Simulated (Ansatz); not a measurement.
# Al2H+ (singlet): from Hartree-Fock to the top rungs, cc-pVDZ

The task here is to estimate one member of a computed series from the others.

Program: Ansatz 0.2.0, Gaussian basis. Level of theory: cc-pVDZ, core rule «outside noble gas», up to 10 orbitals frozen. These are calculated values, not measurements.

To be run: UHF; CCSD(T) on RHF; CCSD(T) on UHF; BCCD(T) on RHF; CISD; CCSDT(Q) on RHF; CCSDT(Q) on UHF; CISDTQ; CCSDTQ on RHF; CCSDTQ on UHF; CASSCF and MRCISD+Q, 6 electrons in 9 orbitals; CASSCF and NEVPT2, 6 electrons in 9 orbitals; Full CI.

5 further runs of the same task are left out: 5 set aside as unsound or not needed.

## What is computed

The geometry is a PBE0/def2-TZVP stationary point (not a proven minimum) of the parent state, kept for this charge and spin.

3 atoms, charge 1, spin multiplicity 1.

Atoms are counted from 1 here; the program's logs count them from 0.

Bond lengths: Al1–Al2 2.677 Å, Al1–H3 1.619 Å. Angles: Al2–Al1–H3 180.0°.

Set-up of the first run:

The input, in.yaml:

```yaml
crystal:
  periodic: [false, false, false]
  atoms:
    - {symbol: Al, position_ang: [0.000000, 0.000000, 0.352569]}
    - {symbol: Al, position_ang: [0.000000, 0.000000, -2.324369]}
    - {symbol: H, position_ang: [0.000000, 0.000000, 1.971799]}
basis:
  gaussian: {orbitals: cc-pVDZ}
total_charge: 1
magnetization: {spin_polarized: true, initial_magnetization: 0}
hamiltonian: {xc: hf}
output: {orbitals: {seedname: orbitals}}
```

On the command line:

```bash
> ansatz run in.yaml --threads 1 --pin off --events-out ev --progress --plain --max-ram 4096MiB --backend cpu
```

Steps of the session up to this table: UHF; CCSD(T) on RHF; CCSD(T) on UHF; BCCD(T) on RHF; CISD; CCSDT(Q) on RHF; CCSDT(Q) on UHF; CISDTQ; CCSDTQ on RHF; CCSDTQ on UHF; CASSCF and MRCISD+Q, 6 electrons in 9 orbitals; CASSCF and NEVPT2, 6 electrons in 9 orbitals; Full CI.

One of the session's tables, all rows but one given; the rest of the session is left out.

| method | from FCI (kJ/mol) |
| --- | --- |
| RHF | +311.4 |
| UHF | ? |
| RMP2 | +95.0 |
| CISD | +28.5 |
| RCCSD | +9.1 |
| RCCSD(T) | +2.6 |
| BCCD(T) | +2.5 |
| RCCSDT | +0.5 |
| CISDTQ | +0.9 |
| RCCSDT(Q) | +0.1 |
| RCCSDTQ | 0.0 |
| CASSCF valence | +106.9 |
| NEVPT2 valence | +37.3 |
| MRCISD valence | +4.7 |
| MRCISD+Q valence | +1.4 |
| FCI | 0 |

**Question.** Estimate the row for UHF.

**Answer.** from FCI (kJ/mol): +306.9. In the column «from FCI (kJ/mol)» it lies between CASSCF valence (+106.9) and RHF (+311.4).

Some runs used a GPU and others CPU threads alone; cost is compared among the CPU runs only.

Among the levels timed on like hardware, those that no quicker one beats, quickest first: BCCD(T) (0.61 s, +2.5 kJ/mol); RCCSDT(Q) (2.4 s, +0.1 kJ/mol).

Caveats from the session: The yardstick is full CI for this spin, exact in this basis with these frozen cores. Of the multireference levels listed MRCISD+Q valence comes nearest in total energy (+1.4 kJ/mol), which doesn't show that its space is the better one.
